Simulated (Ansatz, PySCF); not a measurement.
Pair of molecules: CH5N (SMILES CN) (first 7 atoms) with CH5N (SMILES CN); geometry from S66by8 set.
(charge 0, multiplicity 1):
```xyz
14

N     -1.56119     0.23626    -0.64319
H     -0.73259    -0.34860    -0.69353
H     -2.22302    -0.15340    -1.30142
C     -2.12121     0.15674     0.70419
H     -3.01529     0.77459     0.76541
H     -2.38529    -0.85050     1.04170
H     -1.40282     0.56402     1.41333
N      1.73223    -0.72975    -0.46721
H      2.02849    -0.45521    -1.39520
H      2.35578    -1.47744    -0.19202
C      1.89246     0.40546     0.44646
H      1.62227     0.09077     1.45211
H      2.89987     0.82724     0.48343
H      1.19992     1.19124     0.15380
```

Counterpoise-corrected where a basis set is named; no monomer relaxation. Rows marked so take none.

Correlated levels freeze the cores. Rows in 6-31G* carry no dispersion term and start afresh at each structure (6-31G* with six Cartesian d functions).

Run with Ansatz (an electronic-structure program); PySCF for 6-31G* rows. Values without a source in brackets are computed.

**Question.** Give the interaction energy at the level BP86/6-31G* (no counterpoise).

**Answer.** -146 meV
